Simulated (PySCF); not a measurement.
# Cl2 (Cl2): the cost of one run

Programs: PySCF 2.14.0, with routines of our own; each step states its level. All values are computed. Atoms count from 0.

### Step 1. The system as given

2 atoms, charge 0, multiplicity 1; geometry from: GFN2-xTB.

### Step 2. Geometry optimisation at CAM-B3LYP/def2-TZVP

The job: settings as JSON, then the geometry in Å.

```
{"job": {"xc": "CAM-B3LYP", "basis": "def2-TZVP", "grid": 1, "kind": "geom"}, "charge": 0, "multiplicity": 1}
Cl     1.009659    -0.003028    -0.002678
Cl    -1.006902     0.004296    -0.011471
```

Command:

```sh
> OMP_NUM_THREADS=1 python excited_run.py task.json out
```

One launch serves the whole session: the jobs run in the order shown.

**Question.** How long does this first job take on 1 thread of Arm Neoverse V1, shared host, and how much memory does it need?

About 3.3 s, with a peak of 0.36 GiB.
